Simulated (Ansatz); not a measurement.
Run this with Ansatz 0.2.0, Python API and show what comes out.

`relaxed_scan_albh4o.py`:
```python
# -*- coding: utf-8 -*-
"""Relaxed scan of one distance in AlBH4O."""

import warnings

import ansatz as az
import numpy as np

warnings.simplefilter("ignore", az.DeckWarning)

geometry_ang = [
    ("O", [-1.6515, 0.2651, -0.6549]),
    ("B", [-0.2535, 0.1948, -0.7919]),
    ("Al", [0.8886, 0.0006, 0.8852]),
    ("H", [-1.9537, -0.6129, -0.7142]),
    ("H", [0.2585, 0.2231, -1.8755]),
    ("H", [0.2378, -0.0237, 2.3405]),
    ("H", [2.535, -0.115, 0.7651]),
]
system = az.Crystal.molecule()
for symbol, xyz in geometry_ang:
    system = system.atom(symbol, xyz)

job = system.calculation()
job = job.basis(gaussian="def2-SVP").functional("pbe", dispersion="d3bj")
symbols = [site.symbol for site in system.cartesian_sites]
pairs = [(0, 1), (0, 3), (1, 2), (1, 4), (2, 5), (2, 6)]
print("held (A)   E (eV)        ", "  ".join(f"{symbols[i]}{i}-{symbols[j]}{j}" for i, j in pairs))
for length in [1.88, 2.04, 2.2, 2.45, 2.75]:
    summary = job.relax(constraints=[az.DistanceConstraint((1, 2), at=length)], force_tolerance=0.02, max_steps=60).run().report
    xyz = np.array(summary["positions_ang"])
    print(f"{length:6.2f} {summary['free_energy_ev']:14.5f}  ", "  ".join(f"{np.linalg.norm(xyz[i] - xyz[j]):.3f}" for i, j in pairs))
```

```console
$ python relaxed_scan_albh4o.py
held (A)   E (eV)         O0-B1  O0-H3  B1-Al2  B1-H4  Al2-H5  Al2-H6
  1.88    -9373.34641   1.366  0.976  1.880  1.244  1.616  1.616
  2.04    -9373.75563   1.367  0.977  2.040  1.236  1.613  1.613
  2.20    -9373.80787   1.364  0.977  2.200  1.232  1.612  1.613
  2.45    -9373.52470   1.357  0.978  2.450  1.229  1.611  1.611
  2.75    -9373.02565   1.349  0.974  2.750  1.219  1.614  1.608
```

Notes:
- Total energies depend on the basis set; only differences at equal settings carry meaning.
- The energies are electronic: no zero-point or thermal terms, and the basis set is short of its limit.
- The script silences the warnings on its input, which a real study should read.
- It ran for 2.5 min on 1 thread of Arm Neoverse V1 (shared host), peak memory 0.2 GiB.
